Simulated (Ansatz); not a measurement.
in.yaml

```yaml
crystal:
  periodic: [false, false, false]
  atoms:
    - {symbol: P, position_ang: [0.000079, -0.000045, -0.032941]}
    - {symbol: H, position_ang: [1.354052, 0.014506, 0.340675]}
    - {symbol: H, position_ang: [-0.690409, 1.166785, 0.334178]}
    - {symbol: H, position_ang: [-0.666085, -1.179917, 0.337423]}
basis:
  gaussian: {orbitals: 6-31G}
total_charge: 1
magnetization: {spin_polarized: false, initial_magnetization: 1}
correlation: {active_space: {window: {electrons: 3, orbitals: 8}}}
output: {forces: true}
```

```sh
$ ansatz run in.yaml --threads 1 --pin off --events-out ev --progress --plain --max-ram 2393MiB
```

The program prints:

```
236 factors; integrals over basis functions are off by at most 2.3e-4 eV
mean field evaluation 1: about -9308.1827 eV, gradient 7.8e0 eV
mean field evaluation 2: about -9308.1839 eV, gradient 7.8e0 eV
mean field evaluation 4: about -9308.4733 eV, gradient 2.5e-1 eV
mean field evaluation 8: about -9308.4737 eV, gradient 2.1e-6 eV
mean field -9308.47369781 eV, -342.0800988845 hartree, gradient 2.9e-6 eV, S^2 0.750000; 0 other end points of the search recorded, 0 dependent functions left out
reference -9308.47369781 eV, -342.0800988845 hartree; 9, 8 occupied and 10, 11 virtual orbitals, 236 factors
state -9309.06733566 eV, -342.1019146729 hartree
the calculation of the forces begins
Total energy: -9309.06733566 eV, -342.1019146729 hartree
Atom 0 at     0.000079    -0.000045    -0.032941 Å, force    -0.505938    -0.004995     0.180015 eV/Å
Atom 1 at     1.354052     0.014506     0.340675 Å, force     0.390692     0.004095     0.032651 eV/Å
Atom 2 at    -0.690409     1.166785     0.334178 Å, force     0.058663    -0.099849    -0.106194 eV/Å
Atom 3 at    -0.666085    -1.179917     0.337423 Å, force     0.056584     0.100749    -0.106472 eV/Å
Dipole moment:    -0.004431     0.000065     0.080057 e Å
```

Forces (eV/Å):
```
P   -0.506 -0.005  0.180
H    0.391  0.004  0.033
H    0.059 -0.100 -0.106
H    0.057  0.101 -0.106
```

Ran on 1 thread of Arm Neoverse V1, shared host: 1.3 s wall, 0.07 GiB peak host memory.
